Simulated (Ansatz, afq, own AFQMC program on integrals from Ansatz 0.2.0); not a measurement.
**Where AFQMC and coupled cluster stand for BH, singlet**

```xyz
2

B     0.0000    0.0000    0.0000
H     0.0000    0.0000    1.0000
```

Basis cc-pVTZ. Noble-gas cores (and the filled d shells of Ga–Kr and In–Xe) are frozen. Ansatz 0.2.0 and our own AFQMC program on the same integrals; the CISD trial comes from CCSD amplitudes, and released means the phaseless constraint is let go. Uncertainties: one standard error, sampling alone.

Determinant: UHF, the one that the program's search chose, which needn't be the lowest solution. The geometry is a point of a scan.

Full CI on the same integrals is exact in this basis and with this determinant's frozen core.

Cautions: strong correlation (T1 0.163, weight of the determinant 0.72, largest double 0.14); unrestricted determinant spin contaminated (⟨S²⟩ 0.53 against 0.00).

The T1 diagnostic is 0.1631. The weight of the determinant in the CISD state is 0.721 and the ⟨S²⟩ of the determinant is 0.529. The size of the correlated space is 4 electrons in 43 orbitals.

Reference: full CI, correlation energy -2.485 eV. The released energy is read at 2.40 1/Eh (meV from the phaseless value at times in 1/Eh: -1.8 ± 1.3 at 0.24, -3.7 ± 1.4 at 0.51, -6.7 ± 1.4 at 0.99, -8.8 ± 1.3 at 1.62, -8.4 ± 2.0 at 2.40). The cautions show a poor starting determinant, so the rows tell how each method copes with it here, and full CI is the sure value.

| level | E − E(reference) (mEh) | share of correlation (%) |
| --- | --- | --- |
| HF | 91.31 | 0.00 |
| MP2 | 31.69 | 65.29 |
| CCSD | 2.62 | 97.13 |
| CCSD(T) | 0.64 | 99.29 |
| CCSDT | 0.09 | 99.91 |
| CCSDT(Q) | 0.02 | 99.98 |
| ph-AFQMC/HF | 1.42 ± 0.57 | 98.44 |
| ph-AFQMC/CISD | 0.29 ± 0.06 | 99.69 |
| released AFQMC | -0.02 ± 0.07 | 100.03 |

CCSDT and higher add their correlation energy to the determinant of the CCSD(T) run, since their own runs factorise the integrals more tightly (a shift of under 2 meV). Released energies are given only where the last usable release times agree within the noise; a slower fall can still hide under it.
